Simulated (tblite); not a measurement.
Compound: CH₄NSi (doublet state).
Atom-mapped SMILES: `[H]/[N:1]=[CH:2]\[SiH2:3]` (hydrogens: H4 on N1; H5 on C2; H6, H7 on Si3)
Bond orders are those of one Lewis drawing.

Computed with GFN2-xTB (tblite), gas phase: L-BFGS steps from a force-field or distance-geometry start until the largest atomic force falls under 0.01 eV/Å.

Step 30: E = -237.2019 eV
```
atom  x, y, z in Å  |  force x, y, z in eV/Å
N1     -1.5356    0.4211   -0.0326    0.251  -0.096  -0.010
C2     -0.6322   -0.4717   -0.1956   -0.197   0.069  -0.015
Si3     1.1826   -0.1044   -0.1500   -0.238  -0.114   0.156
H4     -1.1425    1.3542    0.1585   -0.266  -0.249  -0.139
H5     -0.9778   -1.4845   -0.3904   -0.186   0.103   0.050
H6      1.1922    1.3550   -0.0896    0.513  -0.007   0.147
H7      1.9166   -1.0651    0.6727    0.122   0.294  -0.190
```

Step 31: E = -237.2177 eV
```
atom  x, y, z in Å  |  force x, y, z in eV/Å
N1     -1.5310    0.4085   -0.0129   -0.067   0.014  -0.004
C2     -0.6398   -0.4812   -0.2100   -0.009  -0.009  -0.030
Si3     1.1741   -0.1115   -0.1599   -0.241  -0.109  -0.024
H4     -1.1308    1.3232    0.2103   -0.217   0.015  -0.087
H5     -1.0049   -1.4731   -0.4421   -0.153  -0.107   0.024
H6      1.2453    1.3368   -0.1413    0.408   0.171   0.135
H7      1.8905   -0.9978    0.7290    0.279   0.025  -0.016
```

Step 32: E = -237.2301 eV
```
atom  x, y, z in Å  |  force x, y, z in eV/Å
N1     -1.5326    0.4080   -0.0161   -0.178   0.051  -0.001
C2     -0.6408   -0.4796   -0.2058    0.017  -0.127  -0.076
Si3     1.1745   -0.1179   -0.1668   -0.245   0.069  -0.035
H4     -1.1416    1.3271    0.1955   -0.164   0.067  -0.062
H5     -1.0095   -1.4726   -0.4317   -0.126  -0.099   0.035
H6      1.2523    1.3342   -0.1193    0.389   0.088   0.110
H7      1.9010   -0.9944    0.7172    0.306  -0.047   0.029
```

Step 33: E = -237.2938 eV
```
atom  x, y, z in Å  |  force x, y, z in eV/Å
N1     -1.5723    0.4051   -0.0508   -0.617   0.341  -0.040
C2     -0.6500   -0.4519   -0.1652    0.122  -0.571  -0.238
Si3     1.1644   -0.1251   -0.1812    0.209  -0.130   0.350
H4     -1.2613    1.3652    0.0563    0.059   0.200   0.066
H5     -1.0140   -1.4583   -0.3342   -0.035  -0.244   0.095
H6      1.3206    1.2929    0.0488    0.320   0.315   0.011
H7      2.0159   -1.0231    0.5993   -0.058   0.089  -0.244
```

**Question.** Estimate the geometry and energy of step 34. (The exact step hangs on the optimiser's Hessian estimate; all steps are aligned on step 33, rigid shifts and turns removed.)

**Answer.** E = -237.2994 eV, largest force 0.787 eV/Å
```
atom  x, y, z in Å  |  force x, y, z in eV/Å
N1     -1.5881    0.4113   -0.0734   -0.090   0.420  -0.111
C2     -0.6621   -0.4599   -0.1429   -0.085  -0.080  -0.234
Si3     1.1580   -0.1251   -0.1951    0.245   0.375   0.647
H4     -1.2781    1.3938   -0.0480   -0.048  -0.410   0.097
H5     -1.0316   -1.4752   -0.2564    0.020  -0.113   0.127
H6      1.3287    1.3001    0.1841    0.173  -0.347  -0.216
H7      2.0764   -1.0403    0.5047   -0.213   0.155  -0.311
```

The energy changes by -0.0056 eV. The first-order estimate −F·Δx gives -0.0387 eV and the mean of the old and new forces, exact on a quadratic surface, -0.0025 eV. The step makes an angle of 82° with the force vector and moves no atom by more than 0.136 Å.

What follows is the cost of the whole relaxation. The run took 0.13 s on an Arm Neoverse V2 with one thread, shared host with 96 logical CPUs at a one-minute load of 36.
